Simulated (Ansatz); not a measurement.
# C3N: the cost of one run

Program: Ansatz 0.2.0. Level of theory: the levels named in each step. These are calculated values, not measurements.

## 1. The system as given

Bond lengths: C1–C2 1.205 Å, C2–C3 1.367 Å, C3–N4 1.146 Å. Angles: C1–C2–C3 180.0°, C2–C3–N4 180.0°.

As a file:

```xyz
4

C     0.0000    0.0000   -1.8734
C     0.0000    0.0000   -0.6685
C     0.0000    0.0000    0.6982
N     0.0000    0.0000    1.8437
```

## 2. A rough first relaxation, PBE-D4/def2-SVPD

This run stands in another session on the same molecule. It ended at:

```xyz
4

C     0.0000    0.0000   -1.9032
C     0.0000    0.0000   -0.6740
C     0.0000    0.0000    0.7001
N     0.0000    0.0000    1.8771
```

## 3. Relaxation, PBE0-D4/def2-TZVPPD

This run stands in another session on the same molecule. It ended at:

```xyz
4

C     0.0000    0.0000   -1.8762
C     0.0000    0.0000   -0.6716
C     0.0000    0.0000    0.6968
N     0.0000    0.0000    1.8510
```

## 4. Frequencies, PBE0-D4/def2-TZVPPD

File input.yaml:

```yaml
crystal:
  periodic: [false, false, false]
  atoms:
    - { symbol: C, position_ang: [0.0, 0.0, -1.87617529] }
    - { symbol: C, position_ang: [0.0, 0.0, -0.67161131] }
    - { symbol: C, position_ang: [0.0, 0.0, 0.69677719] }
    - { symbol: "N", position_ang: [0.0, 0.0, 1.85100941] }
magnetization:
  spin_polarized: true
  initial_magnetization: 1
basis:
  gaussian: { orbitals: def2-TZVPPD.json }
hamiltonian:
  xc: pbe0
  dispersion: d4
phonons: {}
```

On the command line:

```console
$ ansatz run input.yaml --threads 4 --pin off --max-ram 10240MiB --backend cpu --events-out ev --progress --plain --runs-dir out
```

What time and memory should one allow on 4 threads of Arm Neoverse N1, shared host?

About 44 s, with a peak of 0.34 GiB.
